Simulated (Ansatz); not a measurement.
in.yaml

```yaml
crystal:
  periodic: [false, false, false]
  atoms:
    - {symbol: O, position_ang: [0.000000, 0.000000, 0.000000]}
    - {symbol: H, position_ang: [0.000000, 0.000000, 0.979070]}
basis:
  gaussian: {orbitals: cc-pVTZ}
magnetization: {spin_polarized: false, initial_magnetization: 1}
correlation: {method: bccd_t, electrons: outside_noble_gas}
```

```sh
$ ansatz run in.yaml --threads 1 --pin off --events-out ev --progress --plain --max-ram 3956MiB --backend cpu
```

Log:

```
261 factors; integrals over basis functions are off by at most 8.8e-4 eV
mean field evaluation 1: about -2051.7276 eV, gradient 1.4e1 eV
mean field evaluation 2: about -2051.7277 eV, gradient 1.4e1 eV
mean field evaluation 4: about -2052.1159 eV, gradient 1.4e0 eV
mean field evaluation 8: about -2052.1203 eV, gradient 6.4e-4 eV
mean field evaluation 16: about -2051.9460 eV, gradient 9.5e0 eV
mean field evaluation 32: about -2052.1203 eV, gradient 5.5e-4 eV
mean field -2052.12032650 eV, -75.4140310217 hartree, gradient 2.6e-6 eV, S^2 0.750000; 2 other end points of the search recorded, 0 dependent functions left out
1 core orbitals not correlated: weight in the atoms' cores, before any rotation towards them, 1.000 or more for the frozen orbitals, at most 0.000 for the correlated occupied ones
reference -2052.12032650 eV, -75.4140310217 hartree; 4, 3 occupied and 39, 40 virtual orbitals, 261 factors
second order -5.49225432 eV of doubles, -0.08959970 eV of singles
cycle   1  -5.82967537 eV  change   -2.5e-1 eV  update   3.1e-2
cycle   2  -5.92864039 eV  change   -9.9e-2 eV  update   1.0e-2
cycle   3  -5.93965033 eV  change   -1.1e-2 eV  update   3.9e-3
cycle   4  -5.93868113 eV  change    9.7e-4 eV  update   1.5e-3
cycle   5  -5.93927282 eV  change   -5.9e-4 eV  update   6.2e-4
cycle   6  -5.93933082 eV  change   -5.8e-5 eV  update   2.3e-4
cycle   7  -5.93941879 eV  change   -8.8e-5 eV  update   8.3e-5
cycle   8  -5.93941472 eV  change    4.1e-6 eV  update   3.6e-5
cycle   9  -5.93941950 eV  change   -4.8e-6 eV  update   1.1e-5
cycle  10  -5.93942075 eV  change   -1.2e-6 eV  update   2.1e-6
perturbative correction -0.14478950 eV, -0.0053209161 hartree
Total energy: -2058.20453675 eV, -75.6376216243 hartree
```

For the same geometry and basis full CI lies 12.7 meV lower.

Ran on 1 thread of AMD EPYC 7R13, shared host: 1.1 s wall, 0.16 GiB peak host memory.
